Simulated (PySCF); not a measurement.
Computed with M06-2X/def2-TZVP // PBE0-D3(BJ)/def2-SVP (PySCF). All species are isolated molecules in the gas phase. 

Reference species (SMILES): `N` (neutral, multiplicity 1).

```yaml
dipole_moment: 1.80 D
```

Changed species: `CO` (free base CH3OH; the reference has free base NH3).

Predict the effect on the dipole moment.

the dipole moment drops by 0.10 D, to 1.70 D.
